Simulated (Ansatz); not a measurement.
Ansatz (a first-principles code) input (B3LYP/def2-SVP):

Ansatz 0.2 input:
```yaml
crystal:
  periodic: [false, false, false]
  atoms:
    - {symbol: N, position_ang: [-0.00000000, -0.00000000, -0.61062678]}
    - {symbol: O, position_ang: [0.00000000, 0.00000000, 0.53429844]}
basis:
  gaussian:
    orbitals: def2-SVP
hamiltonian:
  xc: {name: B3LYP}
magnetization: {spin_polarized: true, initial_magnetization: 1}
output: {forces: true}
```

From the last part of the output:

```
Functional definition: B3LYP
integrals: 0.00 GiB planned
270 factors; integrals over basis functions are off by at most 1.2e-3 eV
mean field: 0.07 GiB planned
mean field evaluation 1: about -3531.2788 eV, gradient 1.1e1 eV
mean field evaluation 2: about -3531.2347 eV, gradient 1.2e1 eV
mean field evaluation 4: about -3531.7394 eV, gradient 5.1e-1 eV
mean field evaluation 8: about -3531.7425 eV, gradient 1.6e-2 eV
mean field -3531.74251723 eV, -129.7891436073 hartree, gradient 8.5e-5 eV, S^2 0.752405; 0 other end points of the search recorded, 0 dependent functions left out
the calculation of the forces begins
reference -3531.74260587 eV, -129.7891468645 hartree; 8, 7 occupied and 20, 21 virtual orbitals, 270 factors
Total energy: -3531.74260587 eV, -129.7891468645 hartree
Atom 0 at    -0.000000    -0.000000    -0.610627 Å, force     0.000000    -0.000000    -0.417070 eV/Å
Atom 1 at     0.000000     0.000000     0.534298 Å, force    -0.000000     0.000000     0.417070 eV/Å
Dipole moment:    -0.000000    -0.000000     0.025400 e Å
```
